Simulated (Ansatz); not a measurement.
Ansatz (a first-principles code) input:

Ansatz 0.2 input:
```yaml
crystal:
  periodic: [false, false, false]
  atoms:
    - {symbol: Si, position_ang: [0.13481390, -0.00182868, 0.00000152]}
    - {symbol: H, position_ang: [-0.95884006, -1.10354087, 0.01036727]}
    - {symbol: H, position_ang: [-0.92855461, 1.12914243, -0.01038861]}
basis:
  gaussian:
    orbitals: def2-TZVPD
hamiltonian:
  xc: {name: BLYP}
total_charge: -1
magnetization: {spin_polarized: true, initial_magnetization: 1}
output: {forces: true}
```

**Question.** Predict the final energy.

**Answer.** -290.64709 Eh (BLYP/def2-TZVPD). The basis has 61 functions.
